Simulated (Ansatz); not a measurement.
Cost and result for the atomization energy of `C=C(S)CF` (10 atoms, 9 bonds).

| atom | x (Å) | y (Å) | z (Å) |
| --- | --- | --- | --- |
| C1 | -0.312 | -1.159 | -0.945 |
| C2 | -0.299 | -0.250 | 0.021 |
| S3 | -1.591 | -0.168 | 1.215 |
| C4 | 0.837 | 0.692 | 0.260 |
| F5 | 1.805 | 0.578 | -0.709 |
| H6 | -1.158 | -1.819 | -1.088 |
| H7 | 0.540 | -1.260 | -1.605 |
| H8 | -1.593 | 1.169 | 1.361 |
| H9 | 1.295 | 0.489 | 1.233 |
| H10 | 0.477 | 1.728 | 0.258 |

Charge 0, multiplicity 1. Geometry: relaxed with PBE0-D4/def2-TZVP. It is one conformer, not always the lowest. Program: Ansatz. All runs use 4 threads of an Arm Neoverse V1 on a shared host. Times are those of one run each, without the atoms' runs, and a repeat can differ threefold. Electronic energies, without spin–orbit coupling; frozen cores. CCSD(T)/CBS adds CCSD(T) − MP2 in def2-TZVPP to the MP2 limit, and its time is that of the two runs behind it. T1 = 0.011. B3LYP takes the VWN-RPA correlation (the form of Gaussian; ORCA's B3LYP/G).

CCSD(T)/CBS is a level of theory with its own doubt, some kJ/mol a heavy atom from the limit and from the frozen cores, so smaller differences don't rank the functionals.

| level | functions | wall time |
| --- | --- | --- |
| PBE-D4/def2-TZVPP (with forces) | 236 | 2.2 s |
| PBE0-D4/def2-TZVPP | 236 | 2.4 s |
| B3LYP-D4/def2-TZVPP (with forces) | 236 | 3.8 s |
| r2SCAN-D4/def2-TZVPP (with forces) | 236 | 4.2 s |
| B2PLYP/def2-TZVPP | 236 | 4.6 s |
| ωB97X-V/def2-TZVPP | 236 | 6.5 s |
| ωB97M-V/def2-TZVPP (with forces) | 236 | 9.5 s |
| MP2/def2-QZVPP | 448 | 19 s |
| CCSD(T)/def2-TZVPP | 236 | 120 s |
| CCSD(T)/CBS(def2) | – | 2.2 min |

**Question.** What atomization energy does each give, and how far from CCSD(T)/CBS? (Best estimate.)

**Answer.** The calculation gave: 
```
                             level  atomization (kcal/mol)  difference from CCSD(T)/CBS  per bond
   PBE-D4/def2-TZVPP (with forces)                   956.1                         29.9       3.3
                PBE0-D4/def2-TZVPP                   935.1                          8.9       1.0
 B3LYP-D4/def2-TZVPP (with forces)                   926.6                          0.4       0.0
r2SCAN-D4/def2-TZVPP (with forces)                   931.6                          5.4       0.6
                 B2PLYP/def2-TZVPP                   917.0                         -9.2      -1.0
                ωB97X-V/def2-TZVPP                   928.7                          2.5       0.3
  ωB97M-V/def2-TZVPP (with forces)                   931.0                          4.8       0.5
                    MP2/def2-QZVPP                   935.2                          9.0       1.0
                CCSD(T)/def2-TZVPP                   902.2                        -24.0      -2.7
                 CCSD(T)/CBS(def2)                   926.2                          0.0       0.0
```

From PBE to PBE0 (25 % exact exchange), in def2-TZVPP and without D4, the atomization energy moves by −20.3 kcal/mol: exact exchange takes away binding that semilocal exchange gives to molecules. The D4 term adds +7.8 kcal/mol with B3LYP and +4.0 kcal/mol with PBE0; it sums over pairs of atoms, weighted by their polarisabilities, and B3LYP, whose exchange is more repulsive, gets the larger term. In def2-TZVPP, CCSD(T) changes the Hartree–Fock value by +234.8 kcal/mol (the triples alone add +16.2 kcal/mol) and MP2 by +253.8 kcal/mol; breaking electron pairs costs correlation energy, which Hartree–Fock lacks.
